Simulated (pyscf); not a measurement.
## Routes from F–GeH: [singlet] + H₂

Candidate steps break at most two bonds and form at most two. Each was searched with GFN2-xTB (tblite) first. Single points on ωB97X-D3(BJ)/def2-SVP structures (PySCF, gas phase). Energies: ωB97M-D3(BJ)/def2-TZVP, kcal/mol, from the separated reactants, singlet surface; ΔG‡ with ideal gas, 1 atm, RRHO with modes under 100 cm⁻¹ raised to 100, one conformer, R ln 2 for chiral ones without a mode under 150 cm⁻¹.

```json
[
 {"products": "F–GeH: [singlet] + H₂", "type": "four-centre exchange", "ΔE‡": "15.1", "ΔE": "0.0", "ΔG‡ 298 K": "24.3", "ΔG‡ 900 K": "42.9", "ν‡ (cm⁻¹)": "1525i"},
 {"products": "GeH₂ [singlet] + HF", "type": "four-centre exchange", "ΔE‡": "25.5", "ΔE": "+22.6", "ΔG‡ 298 K": "34.7", "ΔG‡ 900 K": "52.6", "ν‡ (cm⁻¹)": "1159i"},
 {"products": "F–GeH₃", "type": "insertion", "ΔE‡": "32.9", "ΔE": "-29.2", "ΔG‡ 298 K": "41.5", "ΔG‡ 900 K": "59.0", "ν‡ (cm⁻¹)": "1341i"}
]
```

Row 2: On the product side the descent ends in a complex, 7.9 kcal/mol under the separated species and 10.3 kcal/mol under the saddle at ωB97X-D3(BJ)/def2-TZVP. 

Plain bond fissions and candidates not yet searched are not listed, and one of them may be faster. Each barrier is that of the saddle found; lower ones may exist. Elements up to Kr have no core potential and no relativistic terms here.
